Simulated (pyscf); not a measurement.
This saddle point was located with ωB97X-D3(BJ)/def2-SVP in PySCF.

```xyz
11

P     -3.1155    -1.8968     1.0331
In    -2.3436     0.2588    -0.0317
H     -1.7927    -2.1543     1.5048
H     -2.9204    -2.6053    -0.1908
H     -1.6987     1.5064    -1.3604
H     -1.0646     1.5500     0.7318
Si     0.4411     1.6747    -0.1236
H     -0.8364     2.0922    -1.1857
H      1.4431     2.4024    -0.9888
H      0.3884     0.2216    -0.5451
H      1.1283     1.7423     1.2125
```
Charge 0, spin multiplicity 1.

Surface: singlet, charge 0. Lowest wavenumbers (cm⁻¹): 1328i, 36, 67, 112, 134.

### Question
Name the species on either side of this saddle.

### Answer
H₂P–InH₂ + silane (SiH₄) ⇌ H₂P–In [singlet] + hydrogen (H₂) + silane (SiH₄), a multi-bond step read from left to right: H–In, H–In, H–Si broken and H–H, H–Si formed. At ωB97M-D3(BJ)/def2-TZVP it lies +48.3 kcal/mol from the left side and +48.4 kcal/mol from the right (each side as separated species at their lowest minima found). On the reactant side the descent ends in a complex (not fully relaxed), 5.3 kcal/mol under the separated species and 52.4 kcal/mol under the saddle at ωB97X-D3(BJ)/def2-TZVP. On the product side the descent ends in a complex (not fully relaxed), 7.2 kcal/mol under the separated species and 52.9 kcal/mol under the saddle at ωB97X-D3(BJ)/def2-TZVP. This is the saddle that the search found; another between the same sides may lie lower. Elements past Kr carry the def2 core potentials, without spin-orbit coupling.
